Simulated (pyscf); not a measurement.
Thermochemistry of product channels of `[BH2][CH2][CH3]` on the singlet surface, in kcal/mol, from ωB97M-D3(BJ)/def2-TZVP energies (ideal gas, 1 atm, RRHO with modes under 100 cm⁻¹ raised to 100, one conformer, R ln 2 for chiral ones without a mode under 150 cm⁻¹). Single points on ωB97X-D3(BJ)/def2-SVP structures (PySCF, gas phase).

```csv
products,ΔE,ΔH(298 K),ΔG(298 K),ΔG(600 K)
`[BH2][CH2][CH]` [singlet] + `[H][H]`,…,+100.2,+91.5,+82.1
`[BH]1[CH2][CH2]1` + `[H][H]`,+44.8,+38.9,+31.9,…
`[CH3][BH][CH3]`,-15.0,-14.9,-15.0,-15.2
`[BH2][CH]=[CH2]` + `[H][H]`,…,+28.6,+20.6,+12.1
`[BH2][CH3]` + `[CH2]` [singlet],+111.3,+105.3,+94.4,+83.1
`[CH2]=[CH2]` + `[BH3]`,+37.1,+33.6,+24.7,+15.8
```

**Question.** What belongs in the gaps?

**Answer.** 
- `[BH2][CH2][CH]` [singlet] + `[H][H]`, ΔE: +108.4
- `[BH]1[CH2][CH2]1` + `[H][H]`, ΔG(600 K): +24.4
- `[BH2][CH]=[CH2]` + `[H][H]`, ΔE: +34.5

The channel to H₂B–CH=CH₂ + H₂ turns favourable between 298 and 1200 K (ΔG from +20.6 kcal/mol to -5.4 kcal/mol).

These are energies of the channels, which say nothing of barriers. CH₂ [singlet] is an excited spin state, 8.9 kcal/mol over the triplet at ωB97X-D3(BJ). 2 of the closed-shell references are unstable towards spin polarisation; treat their single-reference values with care.
